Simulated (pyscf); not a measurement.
SiH₃• + HO–SiH₃ → H₃Si–O–SiH₃ + H• (substitution at O; doublet surface; H–O broken, O–Si formed). Optimised with ωB97X-D3(BJ)/def2-SVP in PySCF. Correlated levels are frozen-core, on RHF or UHF. ΔMP2 is the change of the MP2 total energy from the triple- to the quadruple-zeta basis. Energies in kcal/mol from the separated reactants.

```csv
level,barrier,reaction energy
ωB97X-D3(BJ)/def2-TZVP,18.2,-10.5
r²SCAN/def2-TZVP,13.0,-4.9
PBE0-D3(BJ)/def2-TZVP,14.4,-5.9
M06-2X/def2-TZVP,15.9,-8.4
CCSD/def2-TZVPP,(withheld),-5.6
CCSD(T)/def2-TZVPP,20.6,-6.1
CCSD(T)/def2-TZVPP + ΔMP2(QZVPP),(withheld),(withheld)
```

### Question
Fill in the missing entries.

### Answer

- CCSD/def2-TZVPP, barrier: 23.7
- CCSD(T)/def2-TZVPP + ΔMP2(QZVPP), barrier: 18.9
- CCSD(T)/def2-TZVPP + ΔMP2(QZVPP), reaction energy: -6.7

Of the functionals in the table, ωB97X-D3(BJ) is closest to CCSD(T)/def2-TZVPP + ΔMP2(QZVPP) in the barrier (0.7 kcal/mol apart) and r²SCAN least close (5.9 kcal/mol); that level has limits of its own. On the reactant side the descent ends in an adduct with a Si–Si, O–Si contact, 12.4 kcal/mol over the separated species and 5.8 kcal/mol under the saddle at ωB97X-D3(BJ)/def2-TZVP. What is counted as formed (O–Si) is already present as a longer contact in the reactant adduct; forming that adduct is a step of its own. One saddle was located; it need not be the lowest between these sides. The angle at the attacked O is 121°. The CCSD(T) − MP2 part came from Ansatz, without density fitting, on the same reference.
